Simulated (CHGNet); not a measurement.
## α-N2

Computed with the machine-learned potential CHGNet 0.3.0 (trained on PBE and PBE+U data).

Cell (relaxed at this level):

N2 is modelled in the cubic space group Pa-3 (No. 205), Pearson symbol cP8. Conventional cell: a = b = c = 6.0056 Å, α = β = γ = 90.00°. N on 8c is coordinated by 1 N at 1.114 Å. (Neighbours: up to the widest gap in distance over summed covalent radii, below 1.35, at either atom.)

- lattice parameter a = 6.006 Å
- volume per atom = 27.08 Å³/atom

Measured, for comparison: lattice constant a 5.644 Å (4 K, zero-point motion not removed, our sources range from 5.644 to 5.667; as tabulated in Wyckoff, Crystal Structures 1 (1963), as in the American Mineralogist Crystal …); equilibrium volume per atom 22.47 Å³/atom (4 K, zero-point motion not removed; as tabulated in Wyckoff, Crystal Structures 1 (1963), as in the American Mineralogist Crystal …). Computed (rounded) less measured: lattice constant a +6.4 % (+6.0 % to +6.4 % over the range), equilibrium volume per atom +20.5 %.

A machine-learned potential is trained on density-functional data: it inherits that level's misses and adds fitting errors of its own.

Note: the model gives imaginary modes for this phase (in the spectrum interpolated from a supercell); this model's volume lies 20 % above that of the starting cell (a measured, published or database cell).
